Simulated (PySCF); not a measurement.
## Where the electron goes

Species: epifluorohydrin, C3H5FO.
SMILES with atom numbers: `[F:1][CH2:2][C@@H:3]1[CH2:4][O:5]1` (hydrogens: H6, H7 on C2; H8 on C3; H9, H10 on C4)

Geometry (GFN2-xTB, Å), atoms numbered from 1 in this order:
```xyz
10
C3H5FO angstrom
F      1.7130    0.0357    1.2466
C      1.2386    0.0177   -0.0418
C     -0.1860    0.5220   -0.0682
C     -1.3133   -0.4032    0.0751
O     -0.9652    0.1500   -1.1614
H      1.2980   -1.0148   -0.3996
H      1.8953    0.6625   -0.6350
H     -0.3095    1.5486    0.2694
H     -1.1187   -1.4632    0.1876
H     -2.2433   -0.0506    0.5048
```

Theory: TDDFT PBE0/def2-SVPD, vertical, gas phase, core orbitals frozen in the response in PySCF.

Frontier orbitals with the atoms that hold most of them (Löwdin shares over 4%, at most four atoms; ? is withheld):

```csv
orbital,ε (eV),atoms
LUMO+2,1.43,"C4 15%, H7 15%, O5 13%, H10 13%"
LUMO+1,1.23,"O5 26%, C3 15%, H8 14%, F1 9%"
LUMO,0.83,?
HOMO,?,?
HOMO-1,-9.06,"C4 26%, O5 24%, C3 24%, C2 9%"
HOMO-2,-10.19,"F1 39%, C2 19%, C3 12%, H6 11%"
HOMO-3,-10.32,"F1 45%, C2 15%, C3 9%, H7 9%"
```

Question: Give the leading atoms of the HOMO.

Answer: O5 (bonded to 2 C) 64%; C3 (bonded to 2 C, O and H) 9%; C4 (bonded to C, O and 2 H) 8%; C2 (bonded to C, F and 2 H) 5%. By element: oxygen 64%, carbon 22%.

Question: Give the leading atoms of the LUMO.

Answer: C2 (bonded to C, F and 2 H) 22%; C4 (bonded to C, O and 2 H) 16%; F1 (bonded to C) 10%; H9 (bonded to C) 10%. By element: carbon 38% or more, fluorine 10%, hydrogen 10% or more.

Question: What is the HOMO energy, and the HOMO–LUMO gap?

Answer: ε(HOMO) = -8.33 eV; the gap is 9.16 eV (0.3365 hartree).

Question: How does S1 compare with the orbital gap of 9.16 eV?

Answer: S1 is at 7.89 eV (f = 0.0086), 1.27 eV below the gap, made of HOMO→LUMO (69%), HOMO→LUMO+1 (24%). Without the coupling terms of the response equations the lowest excitation would equal the gap.

Next come S2 at 8.04 eV (f 0.0045), HOMO→LUMO+1 (70%), HOMO→LUMO (27%); S3 at 8.43 eV (f 0.033), HOMO→LUMO+3 (49%), HOMO→LUMO+4 (42%); S4 at 8.54 eV (f 0.0072), HOMO→LUMO+2 (39%), HOMO→LUMO+3 (33%), HOMO→LUMO+4 (20%); S5 at 8.64 eV (f 0.040), HOMO→LUMO+2 (44%), HOMO-1→LUMO (27%), HOMO→LUMO+4 (19%).

Löwdin shares depend on the basis, the more so with diffuse functions.

One conformer stands for the species.
